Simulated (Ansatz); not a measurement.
# C6H5F: basis-set convergence

Aim: see how fast density functionals converge with the basis set for C6H5F.

Method: one geometry, several basis sets; program: Ansatz 0.2.0, Gaussian basis.

Plan: PBE0-D4/def2-SVP; ωB97M-V/def2-SVP; PBE0-D4/def2-QZVPP; ωB97M-V/def2-QZVPP; the functionals' def2-TZVPP values are taken from earlier runs.

### Step 1. The geometry

An earlier PBE0-D4 in a triple-zeta def2 set relaxation fixed the geometry.

SMILES `Fc1ccccc1`, 12 atoms, charge 0, spin multiplicity 1.

Atoms are counted from 1 here; the program's logs count them from 0.

Bond lengths: F1–C2 1.340 Å, C2–C3 1.381 Å, C2–C7 1.381 Å, C3–C4 1.387 Å, C3–H8 1.083 Å, C4–C5 1.387 Å, C4–H9 1.084 Å, C5–C6 1.387 Å, C5–H10 1.083 Å, C6–C7 1.387 Å, C6–H11 1.084 Å, C7–H12 1.083 Å. Angles: F1–C2–C3 118.9°, F1–C2–C7 118.9°, C3–C2–C7 122.3°, C2–C3–C4 118.5°, C2–C3–H8 119.7°, C4–C3–H8 121.9°, C3–C4–C5 120.5°, C3–C4–H9 119.4°, C5–C4–H9 120.1°, C4–C5–C6 119.8°, C4–C5–H10 120.1°, C6–C5–H10 120.1°, C5–C6–C7 120.5°, C5–C6–H11 120.1°, C7–C6–H11 119.4°, C2–C7–C6 118.5°, C2–C7–H12 119.7°, C6–C7–H12 121.9°.

As a file:

```
F     0.37979   -2.65651   -0.04609
C     0.19306   -1.33027   -0.02162
C    -0.73921   -0.80442    0.85128
C    -0.92604    0.56974    0.86995
C    -0.19016    1.39158    0.02862
C     0.73967    0.83579   -0.83816
C     0.93949   -0.53629   -0.87017
H    -1.30104   -1.46683    1.49795
H    -1.65368    0.99875    1.54900
H    -0.34114    2.46405    0.04843
H     1.31719    1.47325   -1.49750
H     1.65907   -0.99404   -1.53749
```

### Step 2. PBE0-D4 in def2-SVP

in.yaml reads:

```yaml
crystal:
  periodic: [false, false, false]
  atoms:
    - {symbol: F, position_ang: [0.379794, -2.656512, -0.046091]}
    - {symbol: C, position_ang: [0.193055, -1.330265, -0.021625]}
    - {symbol: C, position_ang: [-0.739210, -0.804417, 0.851275]}
    - {symbol: C, position_ang: [-0.926042, 0.569741, 0.869950]}
    - {symbol: C, position_ang: [-0.190158, 1.391576, 0.028618]}
    - {symbol: C, position_ang: [0.739674, 0.835790, -0.838156]}
    - {symbol: C, position_ang: [0.939493, -0.536293, -0.870170]}
    - {symbol: H, position_ang: [-1.301042, -1.466832, 1.497955]}
    - {symbol: H, position_ang: [-1.653681, 0.998749, 1.549002]}
    - {symbol: H, position_ang: [-0.341139, 2.464052, 0.048430]}
    - {symbol: H, position_ang: [1.317189, 1.473255, -1.497496]}
    - {symbol: H, position_ang: [1.659069, -0.994044, -1.537494]}
basis:
  gaussian: {orbitals: def2-SVP}
hamiltonian: {xc: pbe0, dispersion: d4}
output: {orbitals: {seedname: orbitals}}
```

Command:

```console
$ ansatz run in.yaml --threads 4 --pin off --events-out ev --progress --plain --max-ram 10444MiB
```

The runs that follow: ωB97M-V in def2-SVP; PBE0-D4 in def2-QZVPP; ωB97M-V in def2-QZVPP.

Before running them: what should the planned runs give, taken together? Wanted: PBE0-D4: double and triple zeta above quadruple; ωB97M-V: double and triple zeta above quadruple.

As calculated:

```
                                       quantity           value
PBE0-D4: double and triple zeta above quadruple  10.48, 0.46 eV
ωB97M-V: double and triple zeta above quadruple  10.80, 0.43 eV
```

**Reading.** PBE0-D4 gains 10.01 eV from double to triple zeta, then 0.46 eV more. These are total energies; as a rule much of such shifts cancels in differences, which this series doesn't test.
